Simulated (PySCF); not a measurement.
C6H6, SMILES c1ccccc1. Geometry: PBE-D3(BJ)/def2-SVP.

All values below come from PBE-D3(BJ)/def2-SVP (PySCF).

Harmonic wavenumbers (cm⁻¹): 401, 401, 600, 600, 668, 714, 838, 838, 963, 963, 980, 997, 1002, 1034, 1034, 1129, 1151, 1151, 1315, 1378, 1463, 1463, 1611, 1611, 3104, 3113, 3113, 3128, 3128, 3137. Rotational constants (GHz): 5.612, 5.612, 2.806; symmetry number 12.

Work out the zero-point energy and the ideal-gas rigid-rotor harmonic-oscillator thermochemistry at 298.15 K and 1 atm.

ZPE = ½ Σ hcν = ½ × 43029 cm⁻¹ = 61.51 kcal/mol. H − E(el) = 64.93 kcal/mol. Entropy in cal/(mol K): translation 38.98, rotation 20.76, vibration 4.72, total 64.47. G − E(el) = 45.71 kcal/mol. Cp = 19.76 cal/(mol K).
